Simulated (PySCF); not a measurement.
CF4, SMILES FC(F)(F)F (connectivity only; charge and spin as stated), charge +1, multiplicity 2. Atoms are numbered in the order given.

```xyz
5

F     -0.7744     0.7744    -0.7364
C      0.0000     0.0000     0.0000
F     -0.7744    -0.7744     0.7364
F      0.7744    -0.7744    -0.7364
F      0.7744     0.7744     0.7364
```
Charge +1, spin multiplicity 2.

The structure is a stationary point at B3LYP-D3(BJ)/def2-SVP. A frequency run showed that this geometry is not a minimum. The multiplicity is an assumed one; other spin states were not compared.

Method: PBE0/def2-TZVPD (PySCF).

Mulliken values depend strongly on the basis, most of all with diffuse functions as here. ESP charges are fitted to the potential on shells at 1.4 to 2.0 van der Waals radii. Atomic charges (e):

| atom | ESP fit | meta-Löwdin | Mulliken | Mulliken spin |
|---|---|---|---|---|
| F1 | 0.16 | ___ | 0.07 | 0.27 |
| C2 | 0.36 | ___ | 0.71 | -0.07 |
| F3 | 0.16 | ___ | 0.07 | 0.27 |
| F4 | 0.16 | ___ | 0.07 | 0.27 |
| F5 | 0.16 | ___ | 0.07 | 0.27 |

### Question
Some entries are withheld; supply them. (The exact figures need the calculation; the answer reports its results.)

### Answer

- F1, meta-Löwdin: -0.01
- C2, meta-Löwdin: 1.03
- F3, meta-Löwdin: -0.01
- F4, meta-Löwdin: -0.01
- F5, meta-Löwdin: -0.01
